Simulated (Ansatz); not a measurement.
BNH$_{6}$, closed shell: at the end structure of a reaction step.

in.yaml

```yaml
crystal:
  periodic: [false, false, false]
  atoms:
    - {symbol: B, position_ang: [-0.062903, -0.750537, -0.361351]}
    - {symbol: N, position_ang: [0.060527, 0.721895, 0.347588]}
    - {symbol: H, position_ang: [0.258028, -1.545751, 0.495542]}
    - {symbol: H, position_ang: [-1.224103, -0.848038, -0.695620]}
    - {symbol: H, position_ang: [-0.184148, 1.459611, -0.304918]}
    - {symbol: H, position_ang: [0.705169, -0.719351, -1.298753]}
    - {symbol: H, position_ang: [-0.560296, 0.791980, 1.147290]}
    - {symbol: H, position_ang: [1.007826, 0.890190, 0.670322]}
basis:
  gaussian: {orbitals: STO-3G}
hamiltonian: {xc: pbe, dispersion: d4}
```

Command:

```bash
ansatz run in.yaml --threads 2 --pin off --events-out ev --progress --plain --max-ram 4352MiB
```

The run's output (Ansatz 0.2.0):

```
Functional definition: PBE
  name "PBE"
  cite "Perdew, Burke & Ernzerhof, Phys. Rev. Lett. 77, 3865 (1996) doi:10.1103/PhysRevLett.77.3865"
  parent pbe
  parameter kappa = 0.804
  parameter beta = 0.06672455060314922
  exchange = pbe_x(kappa = kappa, mu = beta*pi^2/3)
  correlation = pbe_c(beta = beta)
220 factors; integrals over basis functions are off by at most 5.1e-5 eV
mean field evaluation 1: about -2231.8403 eV, gradient 9.9e0 eV
mean field evaluation 2: about -2232.1641 eV, gradient 6.7e0 eV
mean field evaluation 4: about -2232.2974 eV, gradient 1.4e-1 eV
mean field evaluation 8: about -2232.2256 eV, gradient 1.3e-2 eV
mean field -2232.22558299 eV, -82.0327771182 hartree, gradient 2.3e-5 eV, S^2 0.000000; 0 other end points of the search recorded, 0 dependent functions left out
reference -2232.22560217 eV, -82.0327778228 hartree; 9, 9 occupied and 7, 7 virtual orbitals, 220 factors
Total energy: -2232.29779883 eV, -82.0354310013 hartree
```

The run took about 0.2 s on 2 CPU threads of an Arm Neoverse V2 (shared host).
